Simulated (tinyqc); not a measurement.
MP2 on RHF in the sto-3g basis, for BH3, spin multiplicity 1, step by step (part 2 of 2). Computed by tinyqc, a small Python program that keeps every step (integrals from PySCF). Command: `OMP_NUM_THREADS=1 python tinyqc.py 29648 29649 out.jsonl` (the two numbers bound the seeds that draw the settings). One thread of a shared host (Intel(R) Xeon(R) Processor @ 2.60GHz), about 0.1 s of CPU time with the checks.

Geometry (angstrom):
```
atom,x,y,z
B,0.000000,0.000000,0.011000
H,1.268000,0.000000,0.000000
H,-0.634000,1.098000,0.000000
H,-0.634000,-1.098000,0.000000
```

## Integrals over molecular orbitals

coefficients C:
```
,MO1,MO2,MO3,MO4,MO5,MO6,MO7,MO8
1B 1s,0.991134,-0.225544,0.000000,-0.000019,-0.003971,-0.260155,0.000190,0.000000
1B 2s,0.035195,0.585346,0.000000,0.000072,0.017492,1.337137,-0.001040,0.000000
1B 2px,-0.000001,-0.000044,0.000000,0.502825,0.000000,0.000757,1.132116,0.000000
1B 2py,0.000000,0.000000,0.502830,0.000000,0.000000,0.000000,0.000000,1.132129
1B 2pz,-0.000047,-0.001531,0.000000,0.000000,0.999853,-0.019344,0.000014,0.000000
2H 1s,-0.005899,0.278225,0.000000,0.526997,-0.006310,-0.700452,-0.916593,0.000000
3H 1s,-0.005899,0.278291,0.456370,-0.263455,-0.006309,-0.699524,0.459106,-0.794290
4H 1s,-0.005899,0.278291,-0.456370,-0.263455,-0.006309,-0.699524,0.459106,0.794290
```

core Hamiltonian H = T + V (hartree):
```
,1B 1s,1B 2s,1B 2px,1B 2py,1B 2pz,2H 1s,3H 1s,4H 1s
1B 1s,-13.573104,-3.524533,0.000004,0.000000,0.000426,-0.736311,-0.736485,-0.736485
1B 2s,-3.524533,-4.631684,0.000030,0.000000,0.003845,-1.803326,-1.803591,-1.803591
1B 2px,0.000004,0.000030,-3.890472,0.000000,0.000000,-1.670935,0.835634,0.835634
1B 2py,0.000000,0.000000,0.000000,-3.890471,0.000000,0.000000,-1.447190,1.447190
1B 2pz,0.000426,0.003845,0.000000,0.000000,-3.728552,0.015208,0.015211,0.015211
2H 1s,-0.736311,-1.803326,-1.670935,0.000000,0.015208,-3.012863,-0.365578,-0.365578
3H 1s,-0.736485,-1.803591,0.835634,-1.447190,0.015211,-0.365578,-3.013043,-0.365689
4H 1s,-0.736485,-1.803591,0.835634,1.447190,0.015211,-0.365578,-0.365689,-3.013043
```

Given earlier and not repeated: Two-electron integrals (ij|kl) in chemists' order.

(pq|rs) = sum C_ip C_jq C_kr C_ls (ij|kl), one index at a time.

one-electron integrals over orbitals h = C^T H C (hartree):
```
,1,2,3,4,5,6,7,8
1,-13.557426,0.293833,0.000000,0.000027,0.005523,0.301693,-0.000215,0.000000
2,0.293833,-3.701873,0.000000,0.000028,-0.004262,-0.620374,0.000503,0.000000
3,0.000000,0.000000,-3.414791,0.000000,0.000000,0.000000,0.000000,-0.634885
4,0.000027,0.000028,0.000000,-3.414731,-0.000001,-0.000528,-0.634929,0.000000
5,0.005523,-0.004262,0.000000,-0.000001,-3.728402,0.010134,-0.000006,0.000000
6,0.301693,-0.620374,0.000000,-0.000528,0.010134,-2.927856,-0.000142,0.000000
7,-0.000215,0.000503,0.000000,-0.634929,-0.000006,-0.000142,-3.121423,0.000000
8,0.000000,0.000000,-0.634885,0.000000,0.000000,0.000000,0.000000,-3.121415
```

Two-electron integrals over orbitals (pq|rs), unique and non-zero (hartree):
```
p,q,r,s,(pq|rs)
1,1,1,1,2.886638
2,1,1,1,-0.247944
2,1,2,1,0.033318
2,2,1,1,0.592858
2,2,2,1,-0.008269
2,2,2,2,0.435045
3,1,3,1,0.007101
3,2,3,1,0.012017
3,2,3,2,0.118307
3,3,1,1,0.527584
3,3,2,1,-0.003396
3,3,2,2,0.427533
3,3,3,3,0.479233
4,1,1,1,-0.000021
4,1,2,1,2.09e-06
4,1,2,2,-3.34e-06
4,1,3,3,-0.003755
4,1,4,1,0.007101
4,2,1,1,-1.70e-06
4,2,2,1,-1.63e-06
4,2,2,2,-0.000027
4,2,3,3,-0.063847
4,2,4,1,0.012016
4,2,4,2,0.118286
4,3,3,1,-0.003753
4,3,3,2,-0.063840
4,3,4,3,0.049699
4,4,1,1,0.527570
4,4,2,1,-0.003397
4,4,2,2,0.427503
4,4,3,3,0.379795
4,4,4,1,0.003756
4,4,4,2,0.063858
4,4,4,4,0.479245
5,1,1,1,-0.004276
5,1,2,1,0.000534
5,1,2,2,-0.000321
5,1,3,3,-0.000162
5,1,4,1,5.85e-08
5,1,4,2,1.05e-08
5,1,4,4,-0.000162
5,1,5,1,0.021879
5,2,1,1,0.002446
5,2,2,1,-0.000169
5,2,2,2,-0.000223
5,2,3,3,-0.000218
5,2,4,1,-7.25e-09
5,2,4,2,4.17e-08
5,2,4,4,-0.000218
5,2,5,1,0.021192
5,2,5,2,0.068705
5,3,3,1,0.000062
5,3,3,2,-0.000499
5,3,4,3,0.000493
5,3,5,3,0.016663
5,4,1,1,5.36e-07
5,4,2,1,-2.70e-08
5,4,2,2,1.66e-07
5,4,3,3,0.000493
5,4,4,1,0.000062
5,4,4,2,-0.000499
5,4,4,4,-0.000493
5,4,5,1,1.89e-06
5,4,5,2,4.26e-06
5,4,5,4,0.016663
5,5,1,1,0.741914
5,5,2,1,-0.009592
5,5,2,2,0.458134
5,5,3,3,0.423676
5,5,4,1,-7.42e-07
5,5,4,2,-1.62e-06
5,5,4,4,0.423667
5,5,5,1,0.000566
5,5,5,2,0.003094
5,5,5,4,5.03e-07
5,5,5,5,0.586785
6,1,1,1,-0.273888
6,1,2,1,0.037651
6,1,2,2,-0.008517
6,1,3,3,-0.003291
6,1,4,1,0.000012
6,1,4,2,0.000013
6,1,4,4,-0.003284
6,1,5,1,0.000269
6,1,5,2,-0.000487
6,1,5,4,3.27e-08
6,1,5,5,-0.007947
6,1,6,1,0.042657
6,2,1,1,0.219668
6,2,2,1,-0.009146
6,2,2,2,0.045014
6,2,3,3,0.021435
6,2,4,1,4.76e-06
6,2,4,2,0.000005
6,2,4,4,0.021406
6,2,5,1,-0.000473
6,2,5,2,-0.000089
6,2,5,4,5.49e-07
6,2,5,5,0.111521
6,2,6,1,-0.009303
6,2,6,2,0.072170
6,3,3,1,0.003385
6,3,3,2,-0.043964
6,3,4,3,0.041923
6,3,5,3,0.000568
6,3,6,3,0.061395
6,4,1,1,0.000170
6,4,2,1,-4.73e-06
6,4,2,2,0.000050
6,4,3,3,0.041987
6,4,4,1,0.003381
6,4,4,2,-0.044028
6,4,4,4,-0.041946
6,4,5,1,-3.97e-08
6,4,5,2,8.66e-07
6,4,5,4,0.000569
6,4,5,5,0.000086
6,4,6,1,-1.01e-07
6,4,6,2,0.000085
6,4,6,4,0.061486
6,5,1,1,-0.002358
6,5,2,1,-0.000054
6,5,2,2,-0.001112
6,5,3,3,-0.000470
6,5,4,1,1.61e-07
6,5,4,2,1.20e-06
6,5,4,4,-0.000469
6,5,5,1,0.023136
6,5,5,2,0.064384
6,5,5,4,0.000018
6,5,5,5,0.000050
6,5,6,1,-0.000425
6,5,6,2,-0.001974
6,5,6,4,-1.20e-06
6,5,6,5,0.065501
6,6,1,1,0.603246
6,6,2,1,-0.010964
6,6,2,2,0.428583
6,6,3,3,0.426004
6,6,4,1,0.000017
6,6,4,2,0.000150
6,6,4,4,0.426166
6,6,5,1,-0.000975
6,6,5,2,-0.002011
6,6,5,4,-1.07e-06
6,6,5,5,0.449780
6,6,6,1,-0.011051
6,6,6,2,0.027633
6,6,6,4,-0.000044
6,6,6,5,-0.002546
6,6,6,6,0.442973
7,1,1,1,0.000199
7,1,2,1,-0.000029
7,1,2,2,1.99e-06
7,1,3,3,-0.005177
7,1,4,1,0.012561
7,1,4,2,0.018749
7,1,4,4,0.005183
7,1,5,1,-2.00e-07
7,1,5,2,3.35e-07
7,1,5,4,0.000120
7,1,5,5,0.000006
7,1,6,1,-0.000016
7,1,6,2,0.000016
7,1,6,4,0.006018
7,1,6,5,5.61e-07
7,1,6,6,0.000036
7,1,7,1,0.022394
7,2,1,1,-0.000177
7,2,2,1,0.000006
7,2,2,2,-0.000037
7,2,3,3,0.023221
7,2,4,1,0.007888
7,2,4,2,-0.001269
7,2,4,4,-0.023258
7,2,5,1,3.29e-07
7,2,5,2,-1.30e-07
7,2,5,4,0.000702
7,2,5,5,-0.000088
7,2,6,1,0.000016
7,2,6,2,-0.000026
7,2,6,4,0.046102
7,2,6,5,1.50e-06
7,2,6,6,-0.000032
7,2,7,1,0.013260
7,2,7,2,0.048757
7,3,3,1,0.002742
7,3,3,2,0.048748
7,3,4,3,-0.023780
7,3,5,3,-0.000399
7,3,6,3,-0.031191
7,3,7,3,0.034499
7,4,1,1,0.206397
7,4,2,1,-0.005184
7,4,2,2,0.049207
7,4,3,3,0.052899
7,4,4,1,-0.002746
7,4,4,2,-0.048679
7,4,4,4,0.005434
7,4,5,1,-8.55e-07
7,4,5,2,0.001203
7,4,5,4,0.000399
7,4,5,5,0.101562
7,4,6,1,-0.004933
7,4,6,2,0.069757
7,4,6,4,0.031217
7,4,6,5,-0.000618
7,4,6,6,0.027468
7,4,7,1,-0.004696
7,4,7,2,0.009925
7,4,7,4,0.105952
7,5,1,1,1.51e-06
7,5,2,1,1.92e-08
7,5,2,2,4.28e-07
7,5,3,3,-0.000795
7,5,4,1,0.000222
7,5,4,2,0.001594
7,5,4,4,0.000796
7,5,5,1,-0.000017
7,5,5,2,-0.000049
7,5,5,4,0.016230
7,5,5,5,-2.11e-07
7,5,6,1,5.71e-07
7,5,6,2,1.55e-06
7,5,6,4,-0.000671
7,5,6,5,-0.000033
7,5,6,6,3.80e-06
7,5,7,1,0.000373
7,5,7,2,0.000195
7,5,7,4,-0.000669
7,5,7,5,0.020493
7,6,1,1,0.000038
7,6,2,1,2.20e-07
7,6,2,2,-0.000011
7,6,3,3,-0.058451
7,6,4,1,0.012466
7,6,4,2,0.107508
7,6,4,4,0.058486
7,6,5,1,6.11e-07
7,6,5,2,1.79e-06
7,6,5,4,-0.000655
7,6,5,5,0.000010
7,6,6,1,0.000016
7,6,6,2,0.000014
7,6,6,4,-0.046978
7,6,6,5,2.60e-06
7,6,6,6,0.000161
7,6,7,1,0.020265
7,6,7,2,-0.006689
7,6,7,4,-0.051051
7,6,7,5,0.001403
7,6,7,6,0.110640
7,7,1,1,0.672787
7,7,2,1,-0.009371
7,7,2,2,0.449224
7,7,3,3,0.410631
7,7,4,1,-0.000682
7,7,4,2,0.029076
7,7,4,4,0.477486
7,7,5,1,-0.000128
7,7,5,2,0.000530
7,7,5,4,-0.000469
7,7,5,5,0.472381
7,7,6,1,-0.008934
7,7,6,2,0.048924
7,7,6,4,-0.037220
7,7,6,5,-0.000393
7,7,6,6,0.453519
7,7,7,1,-0.001942
7,7,7,2,-0.029789
7,7,7,4,0.045764
7,7,7,5,0.000308
7,7,7,6,0.030010
7,7,7,7,0.518704
8,1,3,1,0.012561
8,1,3,2,0.018750
8,1,4,3,-0.005176
8,1,5,3,0.000120
8,1,6,3,0.006025
8,1,7,3,0.004692
8,1,8,1,0.022394
8,2,3,1,0.007887
8,2,3,2,-0.001284
8,2,4,3,0.023245
8,2,5,3,0.000702
8,2,6,3,0.046093
8,2,7,3,-0.010047
8,2,8,1,0.013258
8,2,8,2,0.048760
8,3,1,1,0.206390
8,3,2,1,-0.005184
8,3,2,2,0.049182
8,3,3,3,0.005412
8,3,4,1,0.002745
8,3,4,2,0.048717
8,3,4,4,0.052928
8,3,5,1,-8.40e-07
8,3,5,2,0.001203
8,3,5,4,-0.000398
8,3,5,5,0.101556
8,3,6,1,-0.004927
8,3,6,2,0.069748
8,3,6,4,-0.031137
8,3,6,5,-0.000616
8,3,6,6,0.027610
8,3,7,1,0.004701
8,3,7,2,-0.010063
8,3,7,4,0.040278
8,3,7,5,0.000670
8,3,7,6,0.051127
8,3,7,7,0.067848
8,3,8,3,0.105995
8,4,3,1,0.002746
8,4,3,2,0.048718
8,4,4,3,-0.023749
8,4,5,3,-0.000399
8,4,6,3,-0.031146
8,4,7,3,0.031304
8,4,8,1,0.004698
8,4,8,2,-0.010010
8,4,8,4,0.034453
8,5,3,1,0.000222
8,5,3,2,0.001594
8,5,4,3,-0.000795
8,5,5,3,0.016230
8,5,6,3,-0.000670
8,5,7,3,0.000670
8,5,8,1,0.000373
8,5,8,2,0.000195
8,5,8,4,0.000670
8,5,8,5,0.020493
8,6,3,1,0.012467
8,6,3,2,0.107475
8,6,4,3,-0.058400
8,6,5,3,-0.000655
8,6,6,3,-0.046849
8,6,7,3,0.051122
8,6,8,1,0.020267
8,6,8,2,-0.006657
8,6,8,4,0.051090
8,6,8,5,0.001402
8,6,8,6,0.110551
8,7,3,1,0.000654
8,7,3,2,-0.029316
8,7,4,3,0.033551
8,7,5,3,0.000470
8,7,6,3,0.037353
8,7,7,3,-0.011193
8,7,8,1,0.001905
8,7,8,2,0.029768
8,7,8,4,-0.011164
8,7,8,5,-0.000311
8,7,8,6,-0.030180
8,7,8,7,0.034537
8,8,1,1,0.672787
8,8,2,1,-0.009371
8,8,2,2,0.449236
8,8,3,3,0.477572
8,8,4,1,0.000662
8,8,4,2,-0.029237
8,8,4,4,0.410536
8,8,5,1,-0.000128
8,8,5,2,0.000530
8,8,5,4,0.000470
8,8,5,5,0.472383
8,8,6,1,-0.008931
8,8,6,2,0.048960
8,8,6,4,0.037384
8,8,6,5,-0.000394
8,8,6,6,0.453433
8,8,7,1,0.001926
8,8,7,2,0.029721
8,8,7,4,0.067904
8,8,7,5,-0.000310
8,8,7,6,-0.030134
8,8,7,7,0.449848
8,8,8,3,0.045662
8,8,8,8,0.518793
```

## Second-order Moller-Plesset energy

orbital energies (hartree): MO1 -7.422287, MO2 -0.640950, MO3 -0.440842, MO4 -0.440837, MO5 0.242470, MO6 0.602433, MO7 0.687230, MO8 0.687245

Hartree-Fock energy = -26.05076781 hartree

E2 = sum_ijab (ia|jb) [2 (ia|jb) - (ib|ja)] / (e_i + e_j - e_a - e_b) over occupied i, j and virtual a, b; the opposite-spin part is (ia|jb)^2 / denominator, the rest is same-spin, and SCS-MP2 scales them by 6/5 and 1/3.

Terms (the 40 largest of 136):
```
i,j,a,b,(ia|jb),(ib|ja),denominator,term
3,3,8,8,0.105995,0.105995,-2.256173,-0.004980
4,4,7,7,0.105952,0.105952,-2.256134,-0.004976
4,2,7,6,0.069757,0.046102,-2.371451,-0.002748
2,4,6,7,0.069757,0.046102,-2.371451,-0.002748
3,2,8,6,0.069748,0.046093,-2.371470,-0.002747
2,3,6,8,0.069748,0.046093,-2.371470,-0.002747
2,2,5,5,0.068705,0.068705,-1.766841,-0.002672
2,2,6,6,0.072170,0.072170,-2.486767,-0.002094
4,4,6,6,0.061486,0.061486,-2.086541,-0.001812
3,3,6,6,0.061395,0.061395,-2.086550,-0.001806
2,2,8,8,0.048760,0.048760,-2.656390,-0.000895
2,2,7,7,0.048757,0.048757,-2.656361,-0.000895
4,3,7,8,0.040278,0.031304,-2.256154,-0.000879
3,4,8,7,0.040278,0.031304,-2.256154,-0.000879
3,3,7,7,0.034499,0.034499,-2.256144,-0.000528
4,4,8,8,0.034453,0.034453,-2.256164,-0.000526
4,4,7,6,0.031217,0.031217,-2.171338,-0.000449
4,4,6,7,0.031217,0.031217,-2.171338,-0.000449
3,3,6,7,-0.031191,-0.031191,-2.171347,-0.000448
3,3,7,6,-0.031191,-0.031191,-2.171347,-0.000448
3,4,6,8,-0.031146,-0.031137,-2.171357,-0.000447
4,3,8,6,-0.031146,-0.031137,-2.171357,-0.000447
4,3,6,8,-0.031137,-0.031146,-2.171357,-0.000446
3,4,8,6,-0.031137,-0.031146,-2.171357,-0.000446
2,4,7,6,0.046102,0.069757,-2.371451,-0.000436
4,2,6,7,0.046102,0.069757,-2.371451,-0.000436
2,3,8,6,0.046093,0.069748,-2.371470,-0.000436
3,2,6,8,0.046093,0.069748,-2.371470,-0.000436
3,4,7,8,0.031304,0.040278,-2.256154,-0.000310
4,3,8,7,0.031304,0.040278,-2.256154,-0.000310
3,3,5,5,0.016663,0.016663,-1.366623,-0.000203
4,4,5,5,0.016663,0.016663,-1.366614,-0.000203
1,1,6,6,0.042657,0.042657,-16.049440,-0.000113
1,2,5,5,0.021192,0.021192,-8.548177,-0.000053
2,1,5,5,0.021192,0.021192,-8.548177,-0.000053
2,3,7,8,-0.010063,-0.010047,-2.456267,-0.000041
3,2,8,7,-0.010063,-0.010047,-2.456267,-0.000041
3,2,7,8,-0.010047,-0.010063,-2.456267,-0.000041
2,3,8,7,-0.010047,-0.010063,-2.456267,-0.000041
2,4,8,8,-0.010010,-0.010010,-2.456277,-0.000041
```

Pair energies (hartree; pair i-j sums ij and ji):
```
pair,opposite spin,same spin
1-1,-0.000206,0
2-1,-0.000198,-4.28e-11
2-2,-0.006556,0
3-1,-0.000023,-0.000026
3-2,-0.006061,-0.000472
3-3,-0.008414,0
4-1,-0.000023,-0.000026
4-2,-0.006060,-0.000472
4-3,-0.004094,-0.000071
4-4,-0.008415,0
```

MP2 correlation energy = -0.04111790 hartree

SCS-MP2 correlation energy = -0.04841577 hartree

MP2 total energy = -26.09188571 hartree
